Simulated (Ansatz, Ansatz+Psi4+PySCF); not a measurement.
```yaml
atoms:
  - { symbol: C, position_ang: [0.0000, 0.0000, 0.6675] }
  - { symbol: C, position_ang: [0.0000, 0.0000, -0.6675] }
  - { symbol: H, position_ang: [0.0000, 0.9654, 1.2640] }
  - { symbol: H, position_ang: [0.0000, -0.9654, 1.2640] }
  - { symbol: H, position_ang: [0.0000, 0.9654, -1.2640] }
  - { symbol: H, position_ang: [0.0000, -0.9654, -1.2640] }
```

Basis set: cc-pVTZ (spherical functions). Correlated methods keep 2 orbitals frozen. Charge 0, multiplicity 1.

Computed with Ansatz (development build ahead of 0.2.0); each method stands on the lowest determinant of its kind that the runs found. Restricted open shells among the atoms or ions are ROHF, correlated in semicanonical orbitals with singles.

Q: Give the atomization energy at this shape (free ground-state atoms in the same class of orbitals less the molecule, no zero-point energy) of singlet C2H4 by RHF-CCSD(T), RHF-MP2, RHF.

A:

| method | atomization energy |
| --- | --- |
| RHF-CCSD(T) | 2289.3 kJ/mol |
| RHF-MP2 | 2300.6 kJ/mol |
| RHF | 1790.4 kJ/mol |

Caution: the shape is not the minimum.
